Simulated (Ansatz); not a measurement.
**Niobium, bcc: convergence with Methfessel-Paxton smearing**

Computed with Ansatz, r²SCAN, scalar-relativistic PAW, on the relaxed cell (a = 3.302 Å; spin not included). Errors count from a run at 500 eV on a Γ-centred 22×22×22 mesh with Fermi-Dirac smearing of 0.1 eV, extrapolated to zero width. Fixed here: cutoff 500 eV, mesh 13×13×13. The SCF starts from atomic densities corrected by a trained network.

```tsv
width (eV)	E(σ→0) error (meV/atom)	F error (meV/atom)	P (GPa)	SCF iterations
0.01	-5.3	-5.4	-0.50	6
0.03	-5.4	-5.4	-0.54	5
0.1	-5.2	-4.9	-0.61	5
0.2	-3.8	-3.0	-0.50	5
0.3	-2.1	-2.5	-0.32	6
0.6	-3.9	-9.1	0.04	5
1.0	-15.1	-25.1	0.16	5
```
